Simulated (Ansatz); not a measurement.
# Nudged elastic band run: CH5FN

Input:

```yaml
crystal:
  periodic: [false, false, false]
  atoms:
    - { symbol: H, position_ang: [-0.421544, -0.702203, 0.625164] }
    - { symbol: C, position_ang: [-1.263168, -0.289493, 0.052267] }
    - { symbol: F, position_ang: [-0.774948, 0.617957, -0.866537] }
    - { symbol: "N", position_ang: [1.991942, 0.115329, 0.279543] }
    - { symbol: H, position_ang: [-1.789811, -1.094795, -0.48] }
    - { symbol: H, position_ang: [-1.963194, 0.222025, 0.728978] }
    - { symbol: H, position_ang: [1.332351, 0.568222, -0.373021] }
    - { symbol: H, position_ang: [2.888272, 0.562858, 0.033508] }
magnetization:
  spin_polarized: true
  initial_magnetization: 1
basis:
  gaussian: { orbitals: def2-SVP }
hamiltonian:
  xc: r2scanh
neb:
  order_check: false
  images: 7
  f_tol: 0.03
  max_iterations: 60
  initial_path: linear
  final_atoms:
    - { symbol: H, position_ang: [0.90526338, 0.69834467, -0.26173497] }
    - { symbol: C, position_ang: [-1.7000818, -0.27304534, 0.03875425] }
    - { symbol: F, position_ang: [-1.39279189, 0.9944755, -0.26919909] }
    - { symbol: "N", position_ang: [1.50314755, -0.09580586, -0.03619694] }
    - { symbol: H, position_ang: [-0.83412434, -0.90977984, 0.22752138] }
    - { symbol: H, position_ang: [-2.70337228, -0.40977999, 0.44532658] }
    - { symbol: H, position_ang: [2.10008108, -0.23195561, -0.85012551] }
    - { symbol: H, position_ang: [2.12177829, 0.22744648, 0.7055563] }
```

Command:

```bash
$ ansatz run input.yaml --threads 2 --pin off --max-ram 3072MiB --backend cpu --events-out ev --progress --plain --runs-dir out
```

Output, in part (warnings, iteration lines, the closing report on the highest movable image, with atoms numbered from 0):

```
NEB end point (image 0): max|allowed force component| = 2.562e-2 eV/Å (the criterion of neb.relax_end_points is 1.000e-2)
NEB end point (image 8): max|allowed force component| = 1.487e-2 eV/Å (the criterion of neb.relax_end_points is 1.000e-2)
NEB iter   1: max|band force component| = 3.175e1 eV/Å  barrier→ = 11.0832 eV  barrier← = 11.3873 eV  Δτ_max = 0.1978 Å  (292 SCF iters)
NEB iter   2: max|band force component| = 4.989e0 eV/Å  barrier→ = 2.3972 eV  barrier← = 2.7014 eV  Δτ_max = 0.2000 Å  (250 SCF iters)
NEB iter   3: max|band force component| = 2.444e0 eV/Å  barrier→ = 0.8940 eV  barrier← = 1.1981 eV  Δτ_max = 0.2000 Å  (230 SCF iters)
NEB iter   4: max|band force component| = 2.005e0 eV/Å  barrier→ = 0.3421 eV  barrier← = 0.6462 eV  Δτ_max = 0.1981 Å  (233 SCF iters)
NEB iter   5: max|band force component| = 9.789e-1 eV/Å  barrier→ = 0.2049 eV  barrier← = 0.5090 eV  Δτ_max = 0.1984 Å  (230 SCF iters)
NEB iter   6: max|band force component| = 3.498e-1 eV/Å  barrier→ = 0.1699 eV  barrier← = 0.4741 eV  CI = image 3  Δτ_max = 0.1990 Å  (221 SCF iters)
NEB iter   7: max|band force component| = 5.416e-1 eV/Å  barrier→ = 0.1826 eV  barrier← = 0.4867 eV  CI = image 3  Δτ_max = 0.1001 Å  (218 SCF iters)
NEB iter   8: max|band force component| = 6.201e-1 eV/Å  barrier→ = 0.1968 eV  barrier← = 0.5009 eV  CI = image 3  Δτ_max = 0.2000 Å  (217 SCF iters)
NEB iter   9: max|band force component| = 5.833e-1 eV/Å  barrier→ = 0.2134 eV  barrier← = 0.5176 eV  CI = image 3  Δτ_max = 0.2000 Å  (223 SCF iters)
NEB iter  10: max|band force component| = 6.372e-1 eV/Å  barrier→ = 0.2648 eV  barrier← = 0.5689 eV  CI = image 3  Δτ_max = 0.2000 Å  (217 SCF iters)
NEB iter  11: max|band force component| = 5.740e-1 eV/Å  barrier→ = 0.3956 eV  barrier← = 0.6997 eV  CI = image 3  Δτ_max = 0.1944 Å  (221 SCF iters)
NEB iter  12: max|band force component| = 9.191e-1 eV/Å  barrier→ = 0.4705 eV  barrier← = 0.7746 eV  CI = image 3  Δτ_max = 0.0947 Å  (222 SCF iters)
NEB iter  13: max|band force component| = 2.602e-1 eV/Å  barrier→ = 0.4084 eV  barrier← = 0.7125 eV  CI = image 3  Δτ_max = 0.0735 Å  (220 SCF iters)
NEB iter  14: max|band force component| = 3.110e-1 eV/Å  barrier→ = 0.4114 eV  barrier← = 0.7155 eV  CI = image 3  Δτ_max = 0.0320 Å  (219 SCF iters)
NEB iter  15: max|band force component| = 8.785e-2 eV/Å  barrier→ = 0.4052 eV  barrier← = 0.7093 eV  CI = image 3  Δτ_max = 0.0368 Å  (222 SCF iters)
NEB iter  16: max|band force component| = 3.560e-2 eV/Å  barrier→ = 0.4049 eV  barrier← = 0.7091 eV  CI = image 3  Δτ_max = 0.0251 Å  (210 SCF iters)
NEB iter  17: max|band force component| = 1.897e-2 eV/Å  barrier→ = 0.4046 eV  barrier← = 0.7088 eV  CI = image 3  Δτ_max = 0.0000 Å  (402 SCF iters)
Total energy: -5315.45284311 eV, -195.3392890409 hartree
Atom 0 at     0.173794    -0.377010     0.174758 Å, force     0.020219     0.002757     0.004975 eV/Å
Atom 1 at    -1.016256     0.133147     0.115691 Å, force    -0.023710     0.003573     0.010198 eV/Å
Atom 2 at    -0.984955     1.249900    -0.650082 Å, force     0.003242    -0.001459    -0.006741 eV/Å
Atom 3 at     1.448200    -0.590006     0.060340 Å, force    -0.003322    -0.013829     0.001851 eV/Å
Atom 4 at    -1.644448    -0.647503    -0.337614 Å, force     0.001229     0.002249    -0.006557 eV/Å
Atom 5 at    -1.291283     0.368155     1.154317 Å, force     0.003434    -0.003790    -0.000106 eV/Å
Atom 6 at     1.530152    -0.442584    -0.954066 Å, force    -0.001026     0.008072     0.005120 eV/Å
Atom 7 at     1.784695     0.305799     0.436558 Å, force    -0.000068     0.002426    -0.008739 eV/Å
Dipole moment:    -0.078498     0.070270     0.012633 e Å
```

It converged. Beside the main top the profile has a ripple of under 15 meV (maxima at images 3, 5), which may be a very shallow well or noise. Another band between the same ends (7 images) ends at a top of the same energy, where a vibrational analysis finds 1 clearly imaginary mode.

Final band (atoms are numbered from 1 in the order of the input):

```tsv
image	path coordinate (Å)	energy (eV)	H1–C2 (Å)	H1–N4 (Å)
0	0.00	0.00	1.10	2.57
1	0.91	0.02	1.10	2.49
2	1.81	0.06	1.10	2.15
3	2.72	0.40	1.30	1.30
4	4.02	-0.21	2.70	1.02
5	5.32	-0.20	3.13	1.02
6	6.62	-0.26	3.23	1.02
7	7.92	-0.29	3.05	1.02
8	9.22	-0.30	2.80	1.02
```

The run took 7.1 min on 2 threads of Arm Neoverse N1, with other jobs on the host, peak memory 0.19 GiB.
